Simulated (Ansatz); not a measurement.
Ba, bcc: geometry optimisation

These are results of DFT, BLYP, plane waves (420 eV) with PAW, scalar-relativistic in Ansatz, not measurements. The PAW files were generated under PBE, with cores re-solved for the functional.

k-point mesh 9×9×9, Fermi-Dirac smearing 0.1 eV, no spin polarisation. Cell and atoms relax.

Starting structure:

```
CELL_PARAMETERS angstrom
-2.50000 2.50000 2.50000
2.50000 -2.50000 2.50000
2.50000 2.50000 -2.50000
ATOMIC_POSITIONS crystal
Ba 0.00000 0.00000 0.00000
```

Problem. What cell does the relaxation end in?

Solution. Im-3m with a = 5.103 Å; 66.44 Å³ per atom against 62.50 at the start (6.3 %).

Problem. How much energy does the relaxation gain?

Solution. 7.1 meV per atom.

Path of the relaxation (the plane waves are chosen anew near the end, which can shift the energy a little):

| step | E − E(final) (meV/atom) | V (Å³/atom) | P (GPa) | max force (eV/Å) |
| --- | --- | --- | --- | --- |
| 0 | 7.14 | 62.500 | 0.58 | 0.000 |
| 1 | 3.92 | 63.536 | 0.42 | 0.000 |
| 2 | 0.02 | 66.438 | 0.02 | 0.000 |
| 3 | 0.00 | 66.438 | 0.02 | 0.000 |
